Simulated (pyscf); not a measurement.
5 gas-phase steps of one pattern: hydrogen abstraction on the doublet surface, H–H broken and H–N or H–P formed. Single points on ωB97X-D3(BJ)/def2-SVP structures (PySCF, gas phase). Electronic energies in kJ/mol, from the separated reactants; ΔE‡ at ωB97M-D3(BJ)/def2-TZVP, beside the barrier at PBE/def2-TZVP on the same structures. Rows were drawn at random from the steps of this pattern with a verified saddle, stable references and no exit in the data more than 5 kcal/mol lower.

| row | step | ΔE‡(PBE) | ΔE‡ |
|---|---|---|---|
| 1 | •HN–Al(NH₂)–NH₂ (SMILES [NH][Al]([NH2])[NH2]) + H₂ (SMILES [H][H]) → H₂N–Al(NH₂)–NH₂ (SMILES [NH2][Al]([NH2])[NH2]) + H• (SMILES [H]) | -0.3 | 24.3 |
| 2 | H₃C–Ga(CH₃)–NH• (SMILES [CH3][Ga]([CH3])[NH]) + H₂ (SMILES [H][H]) → H₃C–Ga(CH₃)–NH₂ (SMILES [CH3][Ga]([CH3])[NH2]) + H• (SMILES [H]) | 4.6 | 26.8 |
| 3 | H₂N–Al(NH₂)–N•–Al(NH₂)–NH₂ (SMILES [NH2][Al]([NH2])[N][Al]([NH2])[NH2]) + H₂ (SMILES [H][H]) → H₂N–Al(NH₂)–NH–Al(NH₂)–NH₂ (SMILES [NH2][Al]([NH2])[NH][Al]([NH2])[NH2]) + H• (SMILES [H]) | 10.3 | 31.2 |
| 4 | H₂B–PH• (SMILES B[PH]) + H₂ (SMILES [H][H]) → H₂B–PH₂ (SMILES BP) + H• (SMILES [H]) | 74.2 | ? |
| 5 | •HP–GeH₃ (SMILES [PH][GeH3]) + H₂ (SMILES [H][H]) → H₂P–GeH₃ (SMILES [PH2][GeH3]) + H• (SMILES [H]) | 86.6 | 100.1 |

Task: Fit ΔE‡ = a + b·ΔE‡(PBE) to the other rows and predict row 4.

Result: Over the 4 complete rows the means are +25.3 (ΔE‡(PBE)) and 45.6 (ΔE‡); least squares gives b = 0.89 and a = 23.1 kJ/mol, with residuals of 0.9 kJ/mol (root mean square; largest 1.5, row 1). For row 4: 23.1 + 0.89 × (+74.2) = 89.1 kJ/mol. The computed barrier is 93.6 kJ/mol, 4.5 over the line. The line follows the complete rows closely but misses this one by more than their scatter. Each barrier is that of the saddle found. Elements up to Kr have no core potential and no relativistic terms here.
